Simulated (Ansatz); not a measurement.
A nudged elastic band was laid between two geometries of CH5B + FH (9 atoms, charge 0, multiplicity 1).

The calculation used Ansatz 0.2.0, RKS B3LYP-D4/cc-pVDZ.

```json
{
  "movable images": "7",
  "climbing image": "yes",
  "spring": "5.0 eV/Å²",
  "optimiser": "quadratic models (default)",
  "start path": "through a guess of the saddle point",
  "force threshold": "0.05 eV/Å",
  "iteration limit": "60",
  "end points": "relaxed"
}
```

Initial state:

```xyz
9
Properties=species:S:1:pos:R:3
B 0.081 -0.121 0.041
H 0.133 -0.436 1.217
C 1.397 -0.057 -0.801
H 1.590 -1.100 -1.132
H 1.309 0.543 -1.721
H 2.290 0.260 -0.240
H -1.001 -0.166 -0.492
F -0.100 1.924 0.735
H -0.110 1.555 1.592
```

Final state:

```xyz
9
Properties=species:S:1:pos:R:3
B 0.000 0.659 -0.579
H 0.092 -0.387 2.370
C 1.396 0.062 -0.929
H 1.461 -1.009 -0.675
H 1.519 0.114 -2.029
H 2.238 0.607 -0.473
H -1.048 0.085 -0.766
F -0.092 1.900 -0.072
H 0.022 0.370 2.351
```

(1) What changes between the two ends?

(2) Give the energies along the band, and the barrier.

(3) What is the geometry of the highest image?

(4) What are the harmonic wavenumbers there?

## Answers

(1) Bonds broken: B1–H2, F8–H9. Bonds formed: B1–F8, H2–H9. CH5B + FH becomes CH4BF + H2.

(2) The forces met the threshold. The highest image is number 2 of 0 to 8, 10.2 kcal/mol above the first end and 40.8 kcal/mol above the last; the last end lies 30.5 kcal/mol below the first. A vibrational analysis at the climbing image gives one clearly imaginary mode, 1104i cm⁻¹: a first-order saddle point. The orbitals stay closed-shell, which can raise the energy where a bond breaks towards radicals; this wasn't checked here.

| image | path coordinate (Å) | energy (kcal/mol) | B1–H2 (Å) | F8–H9 (Å) | B1–F8 (Å) |
| --- | --- | --- | --- | --- | --- |
| 0 | 0.00 | 0.0 | 1.22 | 0.93 | 2.17 |
| 1 | 0.49 | 1.6 | 1.24 | 0.95 | 2.04 |
| 2 | 0.97 | 10.2 | 1.34 | 1.17 | 1.68 |
| 3 | 1.36 | -4.9 | 1.55 | 1.54 | 1.47 |
| 4 | 1.74 | -20.5 | 1.87 | 1.92 | 1.38 |
| 5 | 2.13 | -27.2 | 2.21 | 2.26 | 1.35 |
| 6 | 2.51 | -29.7 | 2.54 | 2.55 | 1.35 |
| 7 | 2.90 | -30.4 | 2.86 | 2.75 | 1.34 |
| 8 | 3.29 | -30.5 | 3.13 | 2.87 | 1.34 |

(3) 
```xyz
9
Properties=species:S:1:pos:R:3:forces:R:3
B 0.040 0.216 0.024 0.00 0.00 0.00
H 0.129 -0.163 1.310 0.00 0.00 0.00
C 1.380 -0.001 -0.759 0.00 0.00 0.00
H 1.530 -1.077 -0.959 0.00 0.00 0.00
H 1.331 0.496 -1.744 0.00 0.00 0.00
H 2.271 0.372 -0.231 0.00 0.00 0.00
H -1.044 -0.103 -0.385 0.00 0.00 0.00
F -0.078 1.787 0.612 0.00 0.00 0.00
H 0.030 0.875 1.331 0.00 0.00 0.00
```

(4) 1104i, 174, 289, 569, 672, 821, 903, 985, 1062, 1089, 1176, 1328, 1399, 1435, 1446, 1958, 2177, 2646, 3024, 3084, 3109 cm⁻¹.

Run time: 2 min on 1 thread of Intel(R) Xeon(R) 6975P-C (Granite Rapids), with other jobs on the host, peak memory 0.14 GiB.
